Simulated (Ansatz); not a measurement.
C2HFN2, SMILES `FC1N=C=N1`. The species carries charge 0 and has multiplicity 1.

| atom | x (Å) | y (Å) | z (Å) |
| --- | --- | --- | --- |
| F1 | -0.571 | -1.255 | -1.026 |
| C2 | -0.385 | -0.274 | -0.153 |
| N3 | 0.819 | -0.315 | 0.637 |
| C4 | 0.950 | 1.058 | 0.737 |
| N5 | 0.497 | 0.796 | -0.543 |
| H6 | -1.310 | -0.011 | 0.348 |

(1) What are the harmonic wavenumbers in cm⁻¹ at PBE0-D4/def2-TZVP (Ansatz, finite differences of forces, unscaled)? (An estimate is asked.)

(2) Is this a minimum?

(3) Give the ideal-gas thermochemistry at 298.15 K and 1 bar (rigid rotor, harmonic oscillator; point group Cs, symmetry number 1).

Results:

(1) Computed: 389, 395, 498, 586, 844, 965, 1140, 1152, 1283, 1363, 1433, 3201.

(2) Yes, all 12 modes are real.

(3) Zero-point energy 79.2 kJ/mol; H(298) − E = 92.3 kJ/mol; entropy 277.9 J/(mol·K), of which translation 162.2, rotation 100.8, vibration 15.0; G(298) − E = 9.5 kJ/mol.
